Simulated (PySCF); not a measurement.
# CH4AlCl (SMILES [CH3][AlH][Cl]) at 6 levels

Wanted: a comparison of 6 runs (HF/STO-3G, HF/3-21G, B3LYP/6-31G*, B3LYP/pcseg-1, PBE/6-31+G*, B3LYP/aug-cc-pVDZ) of CH4AlCl. 

The calculation is run with PySCF 2.14.0.

**1. The molecule**

CH4AlCl: 7 atoms, total charge 0, spin state singlet. As SMILES, `[CH3][AlH][Cl]`. The shape is that of a PBE0-D4/def2-TZVP optimisation.

Bond lengths: C1–Al2 1.938 Å, Al2–Cl3 2.105 Å, C1–H4 1.095 Å, C1–H5 1.091 Å, C1–H6 1.095 Å, Al2–H7 1.579 Å. Angles: C1–Al2–Cl3 119.4°, C1–Al2–H7 124.6°, Cl3–Al2–H7 116.1°, Al2–C1–H4 110.5°, Al2–C1–H5 112.6°, Al2–C1–H6 110.6°, H4–C1–H5 108.2°, H4–C1–H6 106.4°, H5–C1–H6 108.2°.

**2. Energy and forces at HF/STO-3G (run 1)**

Input file calc.py:

```python
# [CH3][AlH][Cl]
import pyscf.grad
from pyscf import gto, scf

system = gto.Mole()
system.atom = '''
C       -0.712200       0.523000      -0.285500
Al       0.857100      -0.506700       0.197600
Cl       0.695700      -2.008100       1.663900
H       -0.538800       1.590300      -0.112400
H       -1.598400       0.225700       0.277700
H       -0.932100       0.413800      -1.352500
H        2.289900      -0.306000      -0.434600
'''
system.max_memory = 1860
system.basis = 'sto-3g'
system.verbose = 4
system.charge = 0
system.build()

hf = scf.RHF(system)
hf.conv_tol = 1e-10
hf.kernel()
if not hf.converged:
    hf = hf.newton().run(hf.mo_coeff, hf.mo_occ)

energy = hf.e_tot
print('E = %.10f Eh' % energy)
grad = hf.Gradients().kernel()
hf.analyze()
```

Command:

```
$ OMP_NUM_THREADS=1 python calc.py
```

The log of the run:

```text
PySCF version 2.14.0

[... 75 lines left out ...]
One-electron Energy =                -1268.911462769980517
[... 7 lines left out ...]
MO #3   energy= -10.9774114251659  occ= 2
[... 5 lines left out ...]
MO #9   energy= -3.02459062338751  occ= 2
[... 5 lines left out ...]
MO #15  energy= -0.512012313619871 occ= 2
[... 5 lines left out ...]
MO #21  energy= 0.290233158481569  occ= 0
[... 5 lines left out ...]
MO #27  energy= 0.757911429465517  occ= 0
[... 37 lines left out ...]
Dipole moment(X, Y, Z, Debye):  0.14248,  2.22871, -2.15006
```

Wall time 1.9 s (1 thread of Intel Xeon at 2.70GHz, shared host); peak memory 0.12 GiB.

**3. Energy and forces at HF/3-21G (run 2)**

Input file start.xyz:

```xyz
7
CH4AlCl
C     -0.712200     0.523000    -0.285500
Al     0.857100    -0.506700     0.197600
Cl     0.695700    -2.008100     1.663900
H     -0.538800     1.590300    -0.112400
H     -1.598400     0.225700     0.277700
H     -0.932100     0.413800    -1.352500
H      2.289900    -0.306000    -0.434600
```

Input file calc.py:

```python
from pyscf import gto, scf

mol = gto.Mole()
mol.atom = 'start.xyz'
mol.verbose = 3
mol.max_memory = 1860
mol.basis = '3-21g'
mol.build()

myscf = scf.RHF(mol)
myscf.conv_tol = 1e-10
myscf.kernel()
if not myscf.converged:
    myscf = myscf.newton().run(myscf.mo_coeff, myscf.mo_occ)

e_tot = myscf.e_tot
print(f'total energy: {e_tot:.8f} hartree')
grad = myscf.nuc_grad_method().kernel()
dip = myscf.dip_moment()
pop, q = myscf.mulliken_pop()
```

Command:

```
$ OMP_NUM_THREADS=1 python calc.py
```

The log of the run:

```text
converged SCF energy = -737.937677659111
total energy: -737.93767766 hartree
[... 10 lines left out ...]
Dipole moment(X, Y, Z, Debye): -0.42172,  2.31238, -2.05315
[... 51 lines left out ...]
charge of    6H =     -0.24085
```

It took 1.9 s on 1 thread of Intel Xeon at 2.70GHz, shared host; peak memory 0.12 GiB.

Runs 3 to 4 aren't shown in full; the table further down has their settings and results.

**4. Energy and gradient at PBE/6-31+G(d) (spherical functions) (run 5)**

Input file input.py:

```python
import pyscf.grad
from pyscf import gto, dft

mol = gto.M(
    atom='''
C   -0.712200   0.523000  -0.285500
Al   0.857100  -0.506700   0.197600
Cl   0.695700  -2.008100   1.663900
H   -0.538800   1.590300  -0.112400
H   -1.598400   0.225700   0.277700
H   -0.932100   0.413800  -1.352500
H    2.289900  -0.306000  -0.434600
''',
    basis='6-31+g*',
    verbose=4,
    max_memory=1860,
)

mf = dft.RKS(mol, xc='pbe')
mf.grids.level = 5
mf.conv_tol = 1e-10
mf.kernel()
if not mf.converged:
    mf = mf.newton().run(mf.mo_coeff, mf.mo_occ)

e_final = mf.e_tot
print(f'total energy: {e_final:.8f} hartree')
grad = mf.Gradients().kernel()
mf.analyze()
```

Command:

```
$ OMP_NUM_THREADS=1 python input.py
```

The log of the run:

```text
PySCF version 2.14.0

[... 100 lines left out ...]
DFT Exchange-Correlation Energy =      -53.451444724767136
[... 15 lines left out ...]
MO #14  energy= -0.384487237679659 occ= 2
[... 13 lines left out ...]
MO #28  energy= 0.0689971971723888 occ= 0
[... 13 lines left out ...]
MO #42  energy= 0.281632266878881  occ= 0
[... 13 lines left out ...]
MO #56  energy= 0.812911168131344  occ= 0
[... 13 lines left out ...]
MO #70  energy= 2.20757769645318   occ= 0
[... 80 lines left out ...]
Dipole moment(X, Y, Z, Debye): -0.57885,  1.54653, -1.28090
```

Run time: 25 s. Hardware: 1 thread of Intel Xeon at 2.70GHz, shared host; peak memory 0.69 GiB.

**5. Energy and forces at B3LYP/aug-cc-pVDZ (run 6)**

Input file geometry.xyz:

```xyz
7
CH4AlCl
C     -0.712200     0.523000    -0.285500
Al     0.857100    -0.506700     0.197600
Cl     0.695700    -2.008100     1.663900
H     -0.538800     1.590300    -0.112400
H     -1.598400     0.225700     0.277700
H     -0.932100     0.413800    -1.352500
H      2.289900    -0.306000    -0.434600
```

Input file job.py:

```python
from pyscf import gto, dft

mol = gto.M(
    atom='geometry.xyz',
    verbose=4,
    max_memory=1860,
    basis='aug-cc-pvdz',
)

ks = dft.RKS(mol, xc='b3lyp')
ks.conv_tol = 1e-10
ks.grids.level = 5
ks.kernel()
if not ks.converged:
    ks = ks.newton().run(ks.mo_coeff, ks.mo_occ)

e_final = ks.e_tot
print('E(%s) = %.9f' % ('B3LYP', e_final))
grad = ks.nuc_grad_method().kernel()
dip = ks.dip_moment()
pop, q = ks.mulliken_pop()
```

Command:

```
$ OMP_NUM_THREADS=1 python job.py
```

The log of the run:

```text
PySCF version 2.14.0

[... 73 lines left out ...]
converged SCF energy = -743.256220317376
[... 15 lines left out ...]
Dipole moment(X, Y, Z, Debye): -0.54577,  1.40895, -1.16170
[... 121 lines left out ...]
charge of    6H =      0.16343
```

Wall time 50 s (1 thread of Intel Xeon at 2.70GHz, shared host); peak memory 1.1 GiB.

**6. The series**

```
run                               level  integration grid  energy (Eh)  dipole moment (D)  HOMO energy (eV)  LUMO energy (eV)  wall time
  1                           HF/STO-3G                 –  -733.434788               3.10             -9.15              7.90      1.9 s
  2                            HF/3-21G                 –  -737.937678               3.12            -11.35              1.38      1.9 s
  3  B3LYP/6-31G* (spherical functions)                 5  -743.209897               2.14             -7.88             -1.30       22 s
  4                       B3LYP/pcseg-1                 5  -743.219911               2.14             -8.06             -1.47       22 s
  5   PBE/6-31+G* (spherical functions)                 5  -742.780329               2.09             -6.96             -2.00       25 s
  6                   B3LYP/aug-cc-pVDZ                 5  -743.256220               1.91             -8.01             -1.44       50 s
```

**7. What came out**

```
                       quantity          value
            run 6: total energy  -743.25622 Eh
           run 6: dipole moment         1.91 D
             run 6: HOMO energy       -8.01 eV
             run 6: LUMO energy       -1.44 eV
           run 6: HOMO–LUMO gap        6.57 eV
run 6: largest force on an atom     0.690 eV/Å
```

In words: The dipole moment (its size) runs from 1.91 D (B3LYP/aug-cc-pVDZ) to 3.12 D (HF/3-21G). The two ends differ in method and basis. The HOMO–LUMO gap runs from 4.96 eV (PBE/6-31+G*) to 17.05 eV (HF/STO-3G). Totals of different functionals can't be ranked against each other. In run 1 the basis is minimal, so the values are rough. All runs together took 2 min, the longest 50 s.
